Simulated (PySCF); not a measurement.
**SiH$_{4}$⁺, doublet: breathe scan**

All five atoms lie in one plane.

Starting geometry (PBE0/def2-TZVP stationary point for this spin, not checked as a minimum):

```xyz
5

Si    0.0000    0.0000    0.0000
H    -0.0112    1.0909    1.0838
H    -0.0168   -1.0838    1.0907
H     0.0168    1.0838   -1.0907
H     0.0112   -1.0909   -1.0838
```

From there all distances are scaled together; atoms are numbered as listed. Energies are in kJ/mol, counted from the starting geometry at the same level. Kohn–Sham curves keep the symmetry of the cluster determinant, unrestricted for open shells and where UHF breaks spin symmetry.

Basis 6-31G; PySCF 2.14.0. Correlated methods freeze the noble-gas cores. Prefix R: restricted or restricted open-shell reference; prefix U: unrestricted.

Unrestricted rows (U, and Kohn–Sham where it breaks symmetry) aren't spin-pure: their determinants' ⟨S²⟩ exceeds S(S+1) by up to 1.98, so they mix in states of higher spin. A value is left out where its run failed or describes another state than the reference as far as symmetry and spin tell, or, spin-broken singlets apart, can't be checked.

Full CI is exact within this basis and frozen core; it isn't the basis-set limit. The frozen core follows each run's orbitals, which can shift R against U totals by a few meV.

| scale of all distances | full CI | curve A | curve B | curve C | curve D |
| --- | --- | --- | --- | --- | --- |
| 0.876 | 186.2 | 184.7 | 155.4 | 171.6 | 170.9 |
| 1.000 | 0.0 | 0.0 | 0.0 | 0.0 | 0.0 |
| 1.100 | 18.3 | 20.5 | 52.0 | 34.0 | 35.4 |
| 1.296 | 204.7 | 215.3 | 327.6 | 265.9 | 269.8 |
| 1.470 | 375.7 | 398.5 | 609.7 | 500.4 | 506.3 |
| 1.752 | 526.6 | – | 1003.8 | 794.3 | 801.8 |
| 2.432 | 606.1 | 603.2 | 1561.0 | 779.9 | 874.8 |

Question: The curves come from PBE0, RHF, RMP2, UCCSD. Compare each with full CI and say which is which.

Answer: A: UCCSD, B: RHF, C: PBE0, D: RMP2. Spread of the error against full CI, over the points where both stand: A 25.8, B 985.8, C 282.3, D 290.5 kJ/mol. PBE0 at 2.432 lies 173.9 kJ/mol (29 %) above the reference in this basis.

In so small a basis the reference is far from its limit while semilocal and hybrid functionals are nearer theirs, so the functionals' errors here hold much of the reference's basis and frozen-core error, which can add to them or hide them.
